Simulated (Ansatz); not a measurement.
# CdSi2: from a trial structure to a relaxed crystal

All numbers below come from DFT PBE, scalar-relativistic, plane waves, PAW in Ansatz 0.2.0. Cutoff 420 eV, Γ-centred k mesh, Gaussian smearing, no spin polarisation in the final step.

The start puts CdSi2 on the rutile structure type (P4_2/mnm, No. 136), with Cd in place of Ti, Si in place of O, at a guessed volume.

```yaml
crystal:
  lattice:
    - [5.61522, 0.00000, 0.00000]
    - [0.00000, 5.61522, 0.00000]
    - [0.00000, 0.00000, 3.61677]
  atoms:
    - { symbol: Cd, position: [0.00000, 0.00000, 0.00000] }
    - { symbol: Cd, position: [0.50000, 0.50000, 0.50000] }
    - { symbol: Si, position: [0.30600, 0.30600, 0.00000] }
    - { symbol: Si, position: [0.19400, 0.80600, 0.50000] }
    - { symbol: Si, position: [0.69400, 0.69400, 0.00000] }
    - { symbol: Si, position: [0.80600, 0.19400, 0.50000] }
```

Steps on the 4×4×6 mesh (6 atoms). 12 of 16 steps are shown, and the free energy counts from the last. Trial steps that were taken back and renewals of the plane-wave basis can be among the rows.

```csv
step,ΔF (meV/atom),V (Å³/atom),P (GPa),largest force component (eV/Å)
1,577.4,19.01,24.55,0.956
2,328.4,20.84,12.47,0.315
4,178.4,23.87,1.38,0.062
5,164.6,24.25,-0.12,0.129
6,154.4,24.08,-0.89,0.207
8,149.3,22.91,1.18,0.881
9,119.6,23.34,-0.24,0.124
11,62.9,23.22,2.95,0.002
12,35.3,23.50,1.98,0.015
13,10.8,23.82,1.16,0.070
15,0.6,24.28,0.06,0.003
16,0.0,24.28,0.09,0.003
```

A final relaxation ran on a 8×8×8 mesh. The relaxed crystal, P4_2/mnm (No. 136):

Space group P4_2/mnm (No. 136). a = 5.232 Å, b = 5.232 Å, c = 5.355 Å, α = 90.00°, β = 90.00°, γ = 90.00°
| atom | site | symmetry | x | y | z |
| --- | --- | --- | --- | --- | --- |
| Cd | 2a | m.mm | 0.0000 | 0.0000 | 0.0000 |
| Si | 4f | m.2m | 0.3495 | 0.3495 | 0.0000 |

```
Volume per atom          : 24.44 Å³
Density                  : 3.82 g/cm³
Energy over the elements : 0.91 eV/atom
Gap on the 8×8×8 mesh    : 0 eV (a metal)
```

Energies over the elements count from the elements' standard structures at the same level, with no empirical corrections.

The final run used a 8×8×8 mesh on its 6-atom cell and 0.10 eV smearing. The k mesh leaves about 4 meV/atom of noise in metals.

A structure relaxed within its symmetry needn't be a true minimum.

Cost: 3 runs of about 1.9 core-minutes in all, on Intel Xeon 6975P-C (Granite Rapids) (shared hosts).